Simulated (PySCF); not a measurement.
CH₃, SMILES [CH3] (connectivity only; charge and spin as stated), charge +1, multiplicity 1. Atoms are numbered in the order given.

```xyz
4

C      0.0000     0.0000     0.0000
H      1.0918     0.0000     0.0000
H     -0.5459    -0.9455     0.0000
H     -0.5459     0.9455     0.0000
```
Charge +1, spin multiplicity 1.

Geometry optimised at B3LYP-D3(BJ)/def2-TZVPD. The spin state was assumed, not searched. The isomer is the one that the SMILES or the coordinates give; other isomers of the formula were not compared.

Lowest vertical singlet excitation by several levels in PySCF, with rough processor times relative to the cheapest run on one machine. Each run also gave further roots (ADC and EOM-CCSD ionised and attached states too); roots are paired by order and the bases differ. EOM-CCSD serves as a yardstick, not as the true value; all levels that ended soundly for this molecule are listed, with differences from unrounded values.

```csv
level,relative cost,S1 (eV),S1 minus EOM-CCSD (eV)
TDDFT-PBE/def2-TZVPD,1,5.81,-0.34
TDDFT-PBE0/def2-TZVPD,1,5.96,-0.19
EOM-CCSD/aug-cc-pVDZ,2,6.15,0.00
TDDFT-ωB97X/def2-TZVPD,2,6.09,-0.06
ADC(3)/aug-cc-pVDZ,5,6.02,-0.12
```
